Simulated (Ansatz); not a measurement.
The first iterations of a band of H2N + H3N (7 atoms, charge 0, multiplicity 2).

Theory: UKS BLYP-D4/def2-SVP (Ansatz 0.2.0).

- movable images: 9
- climbing image: yes
- spring: 5.0 eV/Å²
- optimiser: quadratic models (default)
- start path: through a guess of the saddle point
- force threshold: 0.2 eV/Å
- iteration limit: 60
- end points: relaxed

Image 0:

```xyz
7
Properties=species:S:1:pos:R:3
H 0.124 1.228 -1.025
N 0.068 0.246 -1.334
N -0.548 -0.544 1.164
H -0.527 -0.257 -0.631
H 1.021 -0.135 -1.239
H -0.523 0.390 1.632
H 0.386 -0.929 1.434
```

Image 10:

```xyz
7
Properties=species:S:1:pos:R:3
H -0.611 0.554 0.244
N 0.094 0.166 -1.385
N -0.490 0.250 1.241
H 0.006 -0.867 -1.525
H 1.131 0.271 -1.309
H 0.503 0.398 1.476
H -0.634 -0.771 1.258
```

| iteration | highest image above the first end (eV) | largest band force component (eV/Å) |
| --- | --- | --- |
| 1 | 6.797 | 27.216 |
| 2 | 0.367 | 2.626 |
| 3 | 0.293 | 1.087 |
| 4 | 0.697 | 2.525 |

Question: Does the band converge within its limit, and where does its top end?

Answer: The forces met the threshold. It ended after 13 iterations with the highest image 0.187 eV above the first end. The threshold of 0.2 eV/Å is loose, so the images may lie well off the minimum-energy path. The profile has 2 maxima (images 2, 5) with wells between them (image 4): this band takes more than one step, which may be the mechanism or a detour left from its start path. The order of the stationary point at the top wasn't checked.

The run took 3.3 min on 1 CPU thread of a shared host.
